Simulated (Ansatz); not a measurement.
**AlSiH4 (doublet): from Hartree-Fock to the top rungs at distance Al1–H4 along a hydrogen transfer = 1.719 Å, cc-pVDZ**

Aim: climb from Hartree-Fock through coupled cluster and multireference methods for AlSiH4 (doublet) at one geometry and basis, and see what each rung misses.

Computed with Ansatz 0.2.0, Gaussian basis. Level: cc-pVDZ, core rule «outside noble gas», up to 10 orbitals frozen.

The runs, in order: UHF; CCSD(T) on ROHF; CCSD(T) on UHF; BCCD(T) on ROHF; CISD; CCSDT(Q) on ROHF; CCSDT(Q) on UHF; CASSCF and MRCISD+Q, 3 electrons in 3 orbitals; CASSCF and NEVPT2, 3 electrons in 3 orbitals; CASSCF and NEVPT2, 9 electrons in 9 orbitals.

9 further runs of the same task are left out: 2 for a mislabelled method, 4 that didn't finish, 3 set aside as unsound or not needed.

## (1) The geometry

The geometry derives from fragments relaxed apart (PBE0/def2-TZVP) and kept rigid, so it is no stationary point. A hydrogen atom is moved between rigid fragments.

6 atoms, charge 0, spin multiplicity 2.

Atoms are counted from 1 here; the program's logs count them from 0.

Bond lengths: Al1–H2 1.586 Å, Al1–H3 1.586 Å, Al1–H4 1.719 Å, Si5–H6 1.532 Å. Angles: H2–Al1–H3 120.0°, H2–Al1–H4 120.0°, H3–Al1–H4 120.0°.

## (2) UHF

Input file in.yaml:

```yaml
crystal:
  periodic: [false, false, false]
  atoms:
    - {symbol: Al, position_ang: [-1.728091, 0.025233, 0.000000]}
    - {symbol: H, position_ang: [-2.521014, 1.398618, 0.000000]}
    - {symbol: H, position_ang: [-2.521015, -1.348151, 0.000000]}
    - {symbol: H, position_ang: [-0.009091, 0.025233, 0.000000]}
    - {symbol: Si, position_ang: [1.763909, 0.025233, 0.000000]}
    - {symbol: H, position_ang: [2.160344, -1.454280, 0.000000]}
basis:
  gaussian: {orbitals: cc-pVDZ}
magnetization: {spin_polarized: true, initial_magnetization: 1}
hamiltonian: {xc: hf}
output: {orbitals: {seedname: orbitals}}
```

Launch:

```console
ansatz run in.yaml --threads 1 --pin off --events-out ev --progress --plain --max-ram 2393MiB
```

After this run come: CCSD(T) on ROHF; CCSD(T) on UHF; BCCD(T) on ROHF; CISD; CCSDT(Q) on ROHF; CCSDT(Q) on UHF; CASSCF and MRCISD+Q, 3 electrons in 3 orbitals; CASSCF and NEVPT2, 3 electrons in 3 orbitals; CASSCF and NEVPT2, 9 electrons in 9 orbitals.

Q: Predict the results of all the runs planned. Wanted: UCCSDT(Q) below the RHF energy; RMP2 from UCCSDT(Q); UMP2 from UCCSDT(Q); RCCSD from UCCSDT(Q); RCCSD(T) from UCCSDT(Q); UCCSD(T) from UCCSDT(Q); RCCSDT(Q) from UCCSDT(Q); NEVPT2 pair from UCCSDT(Q); MRCISD+Q pair from UCCSDT(Q).

**Answer**, as computed:

| quantity | value |
| --- | --- |
| UCCSDT(Q) below the RHF energy | -5.6878 eV |
| RMP2 from UCCSDT(Q) | +1405.4 meV |
| UMP2 from UCCSDT(Q) | +1427.3 meV |
| RCCSD from UCCSDT(Q) | +169.8 meV |
| RCCSD(T) from UCCSDT(Q) | +42.9 meV |
| UCCSD(T) from UCCSDT(Q) | +43.4 meV |
| RCCSDT(Q) from UCCSDT(Q) | +0.5 meV |
| NEVPT2 pair from UCCSDT(Q) | +1401.8 meV |
| MRCISD+Q pair from UCCSDT(Q) | +25.6 meV |
| NEVPT2 frontier from UCCSDT(Q) | +1268.0 meV |
| levels within 1 kcal/mol (43 meV) | RCCSD(T), UCCSD(T), BCCD(T), RCCSDT, UCCSDT, RCCSDT(Q), MRCISD+Q pair |
| T1 diagnostic | 0.023 |

**Reading.** RCCSD(T) misses by +42.9 meV, 0.8 % of the correlation energy. Of the multireference levels listed MRCISD+Q pair comes nearest in total energy (+25.6 meV), which doesn't show that its space is the better one. These misses are within one basis, not against nature; the frozen cores of restricted and unrestricted runs differ, which can shift their rows.
